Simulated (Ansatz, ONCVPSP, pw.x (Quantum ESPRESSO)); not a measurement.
**silicon (diamond): variants of one ONCV potential in the solid**

- Element: silicon (Si)
- Generator: ONCVPSP 4.0.1.1 (patched build)
- Type: optimised norm-conserving Vanderbilt (ONCV)
- Functional: PBE
- Relativity: scalar-relativistic
- Frozen core: [Ne]
- Valence charge: 4
- Reference configuration: 3s2 3p2
- Partial waves: 3s: rc 1.50 bohr, ncon 4, nbas 9, qcut 4.2 1/bohr, 1 projector; 3p: rc 2.30 bohr, ncon 4, nbas 9, qcut 3 1/bohr, 1 projector; d scattering state at 0.37 Ha: rc 2.50 bohr, ncon 3, nbas 6, qcut 3.7 1/bohr, 3 projectors, debl 1.3 Ha
- Local potential: polynomial inside 1.50 bohr (lpopt 4, dvloc0 4 Ha)
- Core correction: polynomial model core, fcfact 0.4

Crystal test: diamond Si in pw.x 7.5, no spin, 8³ k-points, Fermi–Dirac smearing 0.01 Ry, cutoffs set for each file from its atomic test. The reference is all-electron LAPW (Ansatz 0.2.0) with the same functional, mesh and smearing; V0 and B0 come from Birch–Murnaghan fits to the pressures at five volumes. Errors are pseudo minus all-electron; Δ is the rms difference of the E(V) curves that follow from these fits, minima aligned, over ±6 % about the mean V0. Mesh and smearing are coarse, so the numbers serve the comparison and aren't converged zero-temperature values; the lattice is a test structure that the element need not adopt.

All-electron: a0 = 5.469 Å (V0 = 20.45 Å³/atom), B0 = 88.5 GPa.

Base: The largest radius (2.50 bohr) exceeds half the bond length (2.24 bohr), so the spheres overlap, which is one possible source of error among others. This is a poor potential for the solid.

```csv
change,cutoffs (Ry),pw.x,a0 (Å),a0 error (%),B0 error (%),Δ (meV/atom),mean pressure error (GPa)
base,50/200,converged,5.436,-0.61,+1.6,7.2,-1.59
reference 3s2 3p1,50/200,converged; energies reset by the program,5.428,-0.76,+2.7,9.1,-2.00
d: debl 0.45,50/200,converged,5.436,-0.60,+1.6,7.2,-1.58
s: qcut 3.5; p: qcut 2.5; d: qcut 3,80/320,converged,5.433,-0.67,+1.5,8.0,-1.75
"local potential polynomial inside 1.50 bohr (lpopt 4, dvloc0 -2 Ha)",50/200,converged,5.449,-0.38,+0.5,4.5,-1.00
```

Problem. Give the row for: all radii but the core radius scaled by about 1.15 (s 1.72, p 2.64, d 2.88 bohr); local potential polynomial inside 1.72 bohr (lpopt 4, dvloc0 4 Ha).

Solution. pw.x: converged; mean pressure error (GPa): -1.18; a0 (Å): 5.445; a0 error (%): -0.45; B0 error (%): +0.3; Δ (meV/atom): 5.4.
